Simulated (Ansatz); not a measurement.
Cubic perovskite KTaO3, treated with r²SCAN in Ansatz (plane waves, PAW).

Numerical settings: plane-wave cutoff 560 eV, 8×8×8 k mesh, Fermi–Dirac smearing 0.01 eV, scalar-relativistic PAW data made under PBE.

A third-order Birch–Murnaghan fit to the energies gives V0 = 12.706 Å³/atom, B0 = 209 GPa, B′ = 4.4.

```csv
V (Å³/atom),P (GPa)
11.943,…
12.198,…
12.452,4.42
12.706,0.00
12.960,…
13.214,-7.52
13.468,…
```

Q: Estimate the withheld pressures from this fit; the answers are the runs' own values.

A: 
- 11.943, P (GPa): 14.82
- 12.198, P (GPa): 9.34
- 12.960, P (GPa): -3.96
- 13.468, P (GPa): -10.71

The formula P = (3/2) B0 (x^(7/3) − x^(5/3)) [1 + (3/4)(B′ − 4)(x^(2/3) − 1)] with x = V0/V meets the computed pressures within 0.02 GPa when these rounded values are put in.

Measured, for comparison: bulk modulus 220 GPa (temperature not stated, no zero-point or thermal correction; as tabulated in Tinte et al. (1998), arXiv:cond-mat/9809379). Computed (rounded) less measured: bulk modulus -5 %.

Spin–orbit coupling is not included.

Computed values are for the static lattice.

Ansatz is a program for electronic structure.
